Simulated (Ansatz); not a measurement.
# CHAlN (quartet): from Hartree-Fock to the top rungs, cc-pVTZ

An exercise on one series of results from a longer session: the logs are not shown, and one member is left open.

Method: cc-pVTZ, core rule «outside noble gas», up to 7 orbitals frozen; program: Ansatz 0.2.0, Gaussian basis.

Plan: UHF; CCSD(T) on ROHF; CCSD(T) on UHF; BCCD(T) on ROHF; CCSDT(Q) on ROHF; CCSDT(Q) on UHF.

5 further runs of the same task are left out: 5 set aside as unsound or not needed.

## The system

The geometry is a PBE0/def2-TZVP stationary point (not a proven minimum).

4 atoms, charge 0, spin multiplicity 4.

Atoms are counted from 1 here; the program's logs count them from 0.

Bond lengths: Al1–N2 1.818 Å, Al1–H4 1.595 Å, N2–C3 1.194 Å. Angles: N2–Al1–H4 111.0°, Al1–N2–C3 170.0°.

The first run:

in.yaml

```yaml
crystal:
  periodic: [false, false, false]
  atoms:
    - {symbol: Al, position_ang: [0.000000, -0.111786, 1.121424]}
    - {symbol: N, position_ang: [0.000000, 0.097969, -0.684708]}
    - {symbol: C, position_ang: [0.000000, 0.027668, -1.876852]}
    - {symbol: H, position_ang: [0.000000, 1.301302, 1.860276]}
basis:
  gaussian: {orbitals: cc-pVTZ}
magnetization: {spin_polarized: true, initial_magnetization: 3}
hamiltonian: {xc: hf}
output: {orbitals: {seedname: orbitals}}
```

Run with:

```bash
ansatz run in.yaml --threads 1 --pin off --events-out ev --progress --plain --max-ram 4096MiB --backend cpu
```

Among the steps run: UHF; CCSD(T) on ROHF; CCSD(T) on UHF; BCCD(T) on ROHF; CCSDT(Q) on ROHF; CCSDT(Q) on UHF.

One table of the session follows, with a row left open; its other results are not shown here.

```
   method  from RCCSDT(Q) (kcal/mol)
     ROHF                    +257.07
      UHF                    +244.75
     RMP2                     +30.87
     UMP2                          ?
    RCCSD                     +15.63
    UCCSD                     +15.09
 RCCSD(T)                      +2.65
 UCCSD(T)                      +2.98
  BCCD(T)                      +2.36
   RCCSDT                      +1.36
   UCCSDT                      +1.28
RCCSDT(Q)                          0
UCCSDT(Q)                      -0.11
```

Q: Estimate the row for UMP2 from the others.

**Answer.** from RCCSDT(Q) (kcal/mol): +37.62. In the column «from RCCSDT(Q) (kcal/mol)» it lies between RMP2 (+30.87) and UHF (+244.75).

With the free atoms at the same levels and basis (separate runs), the atomisation energy is 9.543 eV at RCCSDT(Q), 9.465 eV at RCCSD(T), 9.444 eV at UCCSD(T), 5.704 eV at ROHF.

To keep in mind: Warnings: spin contamination; large T1 diagnostic. Restricted and unrestricted rows rest on different reference determinants; where their highest levels disagree by more than a few hundredths of an eV, they describe different states and don't form one ladder.
